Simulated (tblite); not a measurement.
Compound: C₃H₃NO.
Cartesian coordinates in Å at the GFN2-xTB level; atoms count from 1:
```xyz
8
C3H3NO angstrom
N      1.4293   -0.0640    0.1395
C      0.1105   -0.0268    0.0188
C     -0.9718    0.6976   -0.3963
C     -1.2220   -0.5705    0.1585
O     -1.9219   -1.4761    0.5125
H      1.8802   -0.8681    0.5421
H      2.0052    0.7072   -0.1620
H     -1.3005    1.6102   -0.8378
```

Computed values, GFN2-xTB/tblite, gas phase, harmonic and unscaled. This tight-binding method is rough: wavenumbers can miss measured ones by several per cent, in bad cases by 10 to 20. One conformer, not necessarily the lowest.

Harmonic wavenumbers (cm⁻¹): 242.4, 253.1, 317.1, 517.6, 525.1, 551.7, 706.9, 752.3, 882.9, 1025.0, 1067.3, 1245.5, 1460.2, 1718.4, 2090.6, 3181.3, 3416.1, 3495.6.

A = 14306, B = 4083, C = 3176 MHz; mass 69.021 u (most abundant isotopes); point group Cs, symmetry number 1.

**Question.** What is the zero-point energy?

**Answer.** ½Σν̃ = 11725 cm⁻¹ = 140.26 kJ/mol.

**Question.** What is S at 298.15 K and 1 bar for an ideal gas of classical rigid rotors and harmonic oscillators?

**Answer.** Translation 161.67, rotation 104.45, vibration 31.30: S = 297.4 J/(mol K).

**Question.** And Cp and H(298.15 K) − H(0)?

**Answer.** Cp = 82.43 J/(mol K), of which vibrations give 49.18 (their classical limit is 18 R = 149.7); H(298.15 K) − H(0) = 16.03 kJ/mol without the zero-point energy, 6.12 from vibrations.

**Question.** How do the functions run with temperature in this model?

**Answer.** 
| T (K) | S (J/(mol K)) | Cp (J/(mol K)) | H − H(0) (kJ/mol) | G − H(0) (kJ/mol) | ln q(vib) |
| --- | --- | --- | --- | --- | --- |
| 100 | 232.6 | 42.2 | 3.55 | -19.71 | 0.07 |
| 200 | 268.4 | 63.6 | 8.84 | -44.84 | 0.56 |
| 300 | 297.9 | 82.8 | 16.18 | -73.19 | 1.31 |
| 500 | 347.2 | 110.2 | 35.70 | -137.89 | 3.09 |
| 800 | 404.6 | 133.9 | 72.67 | -251.05 | 5.79 |
| 1000 | 435.7 | 144.1 | 100.52 | -335.16 | 7.46 |

q(vib) and H(0) count from the zero-point level.

**Question.** What must be added to the electronic energy to get the Gibbs energy at 298.15 K and 1 bar?

**Answer.** ZPE + [H(298.15 K) − H(0)] − T·S = 140.26 + 16.03 − 88.67 = 67.62 kJ/mol.

Hindered rotation and anharmonicity are outside this model. Other conformers, if any are populated, would add a mixing term that is left out.
